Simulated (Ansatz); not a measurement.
A geometry relaxed with PBE0-D3(BJ)/def2-TZVP run with Ansatz (a quantum-chemistry and plane-wave program), charge 0, multiplicity 1:

```xyz
12

H     -1.5978    -0.3923    -0.7737
H     -0.1093     0.9537     1.5441
C     -0.9694    -0.4651     0.1170
H     -0.9070     1.8017     0.2069
H      1.8627     0.8011     0.0142
C      0.4479    -0.9553    -0.2376
C     -0.3559     0.9009     0.4811
H      0.7811     0.8759    -1.3887
H      0.9261    -1.4373     0.6183
H     -1.5216    -1.0031     0.8890
C      0.8775     0.5195    -0.3604
H      0.5659    -1.5997    -1.1101
```

**Question.** Write the SMILES of this molecule.

**Answer.** `C1CCC1`
